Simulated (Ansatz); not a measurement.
Ansatz (an electronic-structure program) input:

Ansatz 0.2 input:
```yaml
crystal:
  periodic: [false, false, false]
  atoms:
    - {symbol: C, position_ang: [0.86960503, 1.66518517, -0.12267063]}
    - {symbol: C, position_ang: [0.10658209, 0.63012540, 0.03870510]}
    - {symbol: C, position_ang: [-0.68708286, -0.44387260, 0.20689303]}
    - {symbol: C, position_ang: [-0.34283198, -1.75679535, -0.09043260]}
    - {symbol: H, position_ang: [1.53637185, 2.01545253, 0.66246752]}
    - {symbol: H, position_ang: [0.88059896, 2.23165153, -1.05148823]}
    - {symbol: H, position_ang: [-1.67916485, -0.25344235, 0.61049230]}
    - {symbol: H, position_ang: [0.62962337, -2.00162375, -0.49338437]}
    - {symbol: H, position_ang: [-1.04506298, -2.55989368, 0.07694336]}
basis:
  gaussian:
    orbitals: def2-TZVPD
hamiltonian:
  xc: {name: B2PLYP}
magnetization: {spin_polarized: true, initial_magnetization: 1}
correlation: {electrons: outside_noble_gas}
```

Q: What final total energy does it print?

A: -155.23005 Eh (B2PLYP/def2-TZVPD). The basis has 193 functions.

It need not be the lowest isomer of its formula.
